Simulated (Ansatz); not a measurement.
Reaction (SMILES): O (H2O) → [OH] (OH) + H atom
B3LYP-D3(BJ)/def2-TZVP geometries, fixed; electronic energies without zero-point terms.
Largest species:
```xyz
3

O      0.0070     0.0013     0.1167
H     -0.0500     0.7593    -0.4742
H     -0.0062    -0.7700    -0.4592
```

Basis-set convergence of the bond dissociation energy at CCSD(T) with Ansatz (a first-principles code). Cartesian d functions, on some or all atoms, in 6-31G*, 6-31+G*; all else is spherical. Cores are frozen. Open shells are unrestricted. No added dispersion term, no relativity. Functions are those of the species that has most. Reference: Hartree-Fock in aug-cc-pVQZ plus the correlation part extrapolated as X^-3 from aug-cc-pVTZ and aug-cc-pVQZ, 125.86 kcal/mol, itself unsure by roughly 0.35 kcal/mol (a third of the extrapolation step and of the last Hartree-Fock step). Deviations are taken from unrounded values.

| basis | functions | bond dissociation energy (kcal/mol) |
|---|---|---|
| 6-31G* | 19 | 108.16 |
| 6-31+G* | 23 | 110.33 |
| cc-pVDZ | 24 | 114.45 |
| aug-cc-pVDZ | 41 | 119.50 |
| def2-SVP | 24 | 116.22 |
| def2-SVPD | 39 | 120.93 |
| pcseg-1 | 24 | 115.53 |
| aug-pcseg-1 | 41 | 119.66 |
| 6-311G** | 30 | 117.33 |
| 6-311+G** | 34 | 119.37 |
| def2-TZVP | 43 | 119.28 |
| def2-TZVPD | 58 | 120.80 |
| cc-pVTZ | 58 | 122.12 |
| aug-cc-pVTZ | 92 | 123.55 |
| pcseg-2 | 58 | 123.06 |
| aug-pcseg-2 | 92 | 123.55 |
| def2-TZVPP | 59 | 122.79 |
| def2-TZVPPD | 74 | 123.41 |
| cc-pVQZ | 115 | 124.36 |
| aug-cc-pVQZ | 172 | 124.95 |
| def2-QZVPP | 117 | 124.73 |
| def2-QZVPPD | 132 | 124.88 |
| pcseg-3 | 126 | 125.07 |
| aug-pcseg-3 | 183 | 125.12 |

What the diffuse functions change, pair by pair:
- 6-31G* to 6-31+G*: 4 more functions, deviation -17.69 to -15.52 kcal/mol
- cc-pVDZ to aug-cc-pVDZ: 17 more functions, deviation -11.40 to -6.35 kcal/mol
- def2-SVP to def2-SVPD: 15 more functions, deviation -9.64 to -4.92 kcal/mol
- pcseg-1 to aug-pcseg-1: 17 more functions, deviation -10.33 to -6.19 kcal/mol
- 6-311G** to 6-311+G**: 4 more functions, deviation -8.52 to -6.49 kcal/mol
- def2-TZVP to def2-TZVPD: 15 more functions, deviation -6.57 to -5.06 kcal/mol
- cc-pVTZ to aug-cc-pVTZ: 34 more functions, deviation -3.74 to -2.30 kcal/mol
- pcseg-2 to aug-pcseg-2: 34 more functions, deviation -2.80 to -2.30 kcal/mol
- def2-TZVPP to def2-TZVPPD: 15 more functions, deviation -3.07 to -2.44 kcal/mol
- cc-pVQZ to aug-cc-pVQZ: 57 more functions, deviation -1.50 to -0.90 kcal/mol
- def2-QZVPP to def2-QZVPPD: 15 more functions, deviation -1.12 to -0.98 kcal/mol
- pcseg-3 to aug-pcseg-3: 57 more functions, deviation -0.79 to -0.73 kcal/mol

Leaving out the reference's own pair, they bring the value nearer the reference by more than 0.35 kcal/mol in 9 of 11 pairs.
